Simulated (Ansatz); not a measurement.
# CHN₂ (quartet): from Hartree-Fock to the top rungs at a displaced geometry (v2), cc-pVDZ

An exercise on one series of results from a longer session: the logs are not shown, and one member is left open.

The runs use Ansatz 0.2.0, Gaussian basis; cc-pVDZ, core rule «outside noble gas», up to 3 orbitals frozen.

The runs, in order: UHF; CCSD(T) on ROHF; CCSD(T) on UHF; BCCD(T) on ROHF; CISD; CCSDT(Q) on ROHF; CCSDT(Q) on UHF.

28 further runs of the same task are left out: 6 for a known fault of the program, 9 that didn't finish, 13 set aside as unsound or not needed.

## The geometry

The geometry is a PBE0/def2-TZVP stationary point (not a proven minimum) with its atoms shifted at random (size 0.100 Å).

4 atoms, charge 0, spin multiplicity 4.

Atoms are counted from 1 here; the program's logs count them from 0.

Bond lengths: C1–N2 1.324 Å, N2–N3 1.344 Å, N2–H4 0.958 Å. Angles: C1–N2–N3 126.5°, C1–N2–H4 117.4°, N3–N2–H4 112.2°.

The first run:

in.yaml

```yaml
crystal:
  periodic: [false, false, false]
  atoms:
    - {symbol: C, position_ang: [0.086534, -0.244772, 1.242618]}
    - {symbol: N, position_ang: [-0.078340, 0.349676, 0.070661]}
    - {symbol: N, position_ang: [-0.001720, -0.232861, -1.138306]}
    - {symbol: H, position_ang: [0.081389, 1.293409, 0.029232]}
basis:
  gaussian: {orbitals: cc-pVDZ}
magnetization: {spin_polarized: true, initial_magnetization: 3}
hamiltonian: {xc: hf}
output: {orbitals: {seedname: orbitals}}
```

The run is started by

```sh
$ ansatz run in.yaml --threads 1 --pin off --events-out ev --progress --plain --max-ram 2393MiB
```

Steps of the session up to this table: UHF; CCSD(T) on ROHF; CCSD(T) on UHF; BCCD(T) on ROHF; CISD; CCSDT(Q) on ROHF; CCSDT(Q) on UHF.

One of the session's tables, all rows but one given; the rest of the session is left out.

```
   method  from UCCSDT(Q) (kcal/mol)
     ROHF                    +258.40
      UHF                    +248.21
     RMP2                          ?
     UMP2                     +33.54
     CISD                     +33.53
    RCCSD                      +9.47
    UCCSD                      +9.22
 RCCSD(T)                      +1.50
 UCCSD(T)                      +1.50
  BCCD(T)                      +1.44
   RCCSDT                      +0.71
   UCCSDT                      +0.66
RCCSDT(Q)                      +0.09
UCCSDT(Q)                          0
```

**Question.** Estimate the row for RMP2.

As computed: from UCCSDT(Q) (kcal/mol): +33.69. In the column «from UCCSDT(Q) (kcal/mol)» it lies between UMP2 (+33.54) and UHF (+248.21).

Limits of these values: Restricted and unrestricted rows rest on different reference determinants; where their highest levels disagree by more than a few hundredths of an eV, they describe different states and don't form one ladder.
